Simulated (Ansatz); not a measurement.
**Ir3Rh: computed properties**

Method: Ansatz 0.2.0, DFT r2SCAN, scalar-relativistic, plane waves, PAW.

Settings: cutoff 500 eV, Γ-centred mesh 16×16×16 on the computed 4-atom cell, Gaussian smearing of 0.10 eV; no spin polarisation.

The structure is relaxed at this level of theory with its symmetry kept. Whether it is the stable form of this composition wasn't checked.

```yaml
crystal:
  lattice:
    - [-1.91501, 1.91501, 3.83524]
    - [1.91501, -1.91501, 3.83524]
    - [1.91501, 1.91501, -3.83524]
  atoms:
    - { symbol: Ir, position: [0.75000, 0.25000, 0.50000] }
    - { symbol: Ir, position: [0.25000, 0.75000, 0.50000] }
    - { symbol: Ir, position: [0.50000, 0.50000, 0.00000] }
    - { symbol: Rh, position: [0.00000, 0.00000, 0.00000] }
```

```
Space group                                                       : I4/mmm (No. 139)
Volume per atom                                                   : 94.9 bohr³
Formation energy from the elements' standard states (uncorrected) : -0.016 eV/atom
Generalised Kohn–Sham band gap                                    : none (metal)
Density of states at the Fermi level                              : 3.84 states/eV per cell
Löwdin character within 0.5 eV of the Fermi level                 : Ir 5d 69 %, Rh 4d 27 %
Bulk modulus                                                      : 355 GPa
Its pressure derivative                                           : 5.1
Bader charges (e)                                                 : Ir (2 in the cell) -0.06, Ir (1 in the cell) -0.03, Rh (1 in the cell) 0.14
```

Spin-orbit coupling is left out, which matters for the bands of heavy elements.